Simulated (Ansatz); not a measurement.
Two shapes of singlet CH3BO.

Shape 1:

```xyz
6

B     0.0000    0.0000   -1.3364
C     0.0000    0.0000    0.1827
O     0.0000    0.0000    1.3146
H     0.0000   -1.1811   -1.6437
H    -1.0229    0.5906   -1.6437
H     1.0229    0.5906   -1.6437
```

Shape 2:

```xyz
6

B     0.0459    0.0052   -1.3555
C    -0.0220    0.0415    0.1996
O     0.0075   -0.0426    1.3397
H    -0.0123   -1.1327   -1.6461
H    -1.0127    0.5534   -1.6755
H     1.0223    0.5471   -1.6685
```

Basis set: cc-pVDZ (spherical functions). Correlated methods keep 3 orbitals frozen. Charge 0, multiplicity 1.

Computed with Ansatz (development build ahead of 0.2.0); each method stands on the lowest determinant of its kind that the runs found.

**Question.** Which shape is lower in energy, and by how much in each method?

**Answer.**

| method | E(2) − E(1) (eV) |
| --- | --- |
| RHF | 0.108 |
| RHF-MP2 | 0.073 |

Shape 1 is lower.
